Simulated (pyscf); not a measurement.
## Four-centre exchange: H₂N–Ga(Cl)–Cl + hydrogen (H₂) → H₂N–GaH–Cl + hydrogen chloride (HCl)

Gas phase, singlet surface, charge 0. Bonds broken: Ga2–Cl3, H7–H8. Bonds formed: Ga2–H7, Cl3–H8. PySCF, gas phase, ωB97X-D3(BJ)/def2-SVP geometries.

Transition state (Å):

```xyz
8

N      0.4695    -0.3785    -0.6914
Ga    -0.8909    -0.6685     0.4633
Cl    -0.6145     0.4201     2.6528
Cl    -2.9465    -0.5168    -0.0866
H      0.3143     0.2549    -1.4693
H      1.4189    -0.2937    -0.3435
H     -0.6368    -1.9177     1.5896
H     -0.5854    -1.0756     2.2921
```

One imaginary mode, 1090i cm⁻¹; descent along it reached the two sides named, in the forms told below.

```tsv
bond	change	reactant side (Å)	saddle	product side
Ga2–Cl3	breaks	2.132	2.461	2.9
H7–H8	breaks	0.761	1.098	3.5
Ga2–H7	forms	2.7	1.701	1.544
Cl3–H8	forms	3.1	1.539	1.295
```

Electronic energies relative to the separated reactants (kcal/mol):

```csv
level,barrier,reaction energy,reverse barrier
ωB97X-D3(BJ)/def2-TZVP,36.0,+24.0,12.0
PBE/def2-TZVP,29.6,+20.3,9.3
r²SCAN/def2-TZVP,31.4,+22.6,8.8
B3LYP-D3(BJ)/def2-TZVP,34.5,+21.7,12.8
PBE0-D3(BJ)/def2-TZVP,31.4,+21.5,9.9
M06-2X/def2-TZVP,37.0,+25.7,11.3
ωB97M-D3(BJ)/def2-TZVP,35.6,+20.7,14.9
HF/def2-TZVP,49.1,+21.6,27.4
```

With ωB97M-D3(BJ)/def2-TZVP energies and thermal terms (ideal gas, 1 atm, RRHO with modes under 100 cm⁻¹ raised to 100, one conformer, R ln 2 for chiral ones without a mode under 150 cm⁻¹), in kcal/mol:

| T (K) | ΔH‡ | ΔG‡ | ΔH | ΔG |
|---|---|---|---|---|
| 298 | 35.6 | 43.7 | +21.5 | +19.8 |
| 600 | 34.7 | 52.4 | +20.8 | +18.3 |
| 900 | 34.6 | 61.3 | +20.3 | +17.2 |
| 1200 | 34.8 | 70.1 | +20.1 | +16.2 |

On the product side the descent ends in a complex, 6.2 kcal/mol under the separated species and 18.2 kcal/mol under the saddle at ωB97X-D3(BJ)/def2-TZVP. The same reactants have a lower exit, to NH₃ + Cl–GaH–Cl (barrier +22.7 kcal/mol at ωB97M-D3(BJ)/def2-TZVP, against +35.6 kcal/mol here). One saddle was located; it need not be the lowest between these sides. Elements up to Kr have no core potential and no relativistic terms here.
